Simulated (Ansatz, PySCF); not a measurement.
tetrafluoromethane cation (CF4), SMILES FC(F)(F)F (connectivity only; charge and spin as stated), charge +1, multiplicity 2. Atoms are numbered in the order given.

```xyz
5

F      0.7744     0.7364     0.7744
C      0.0000     0.0000     0.0000
F      0.7744    -0.7364    -0.7744
F     -0.7744    -0.7364     0.7744
F     -0.7744     0.7364    -0.7744
```
Charge +1, spin multiplicity 2.

Geometry: B3LYP-D3(BJ)/def2-SVP. The spin state was assumed, not searched.

Two levels are set side by side: PBE-D3(BJ)/def2-SVP (Ansatz, an electronic-structure program) and B3LYP-D3(BJ)/def2-SVP (PySCF). Each level has its own optimised geometry; the coordinates shown are those of the second. Differences are taken from unrounded values.

```
quantity              B3LYP-D3(BJ)
--------------------  ------------
mean bond length (Å)         1.320
bond F1–C2 (Å)               1.320
bond C2–F3 (Å)               1.320
bond C2–F4 (Å)               1.320
bond C2–F5 (Å)               1.320
```

Question: What does PBE-D3(BJ) give, and how far is it from B3LYP-D3(BJ)? (An estimate is asked for; the answer gives what the named calculation found.)

Answer: 
```
quantity              PBE-D3(BJ)  PBE-D3(BJ) minus B3LYP-D3(BJ)
--------------------  ----------  -----------------------------
mean bond length (Å)       1.333                          0.013
bond F1–C2 (Å)             1.333                          0.013
bond C2–F3 (Å)             1.333                          0.013
bond C2–F4 (Å)             1.333                          0.013
bond C2–F5 (Å)             1.333                          0.013
```

Exact exchange shortens and stiffens bonds; PBE has none. Differences between two approximate levels are no errors against the true value.
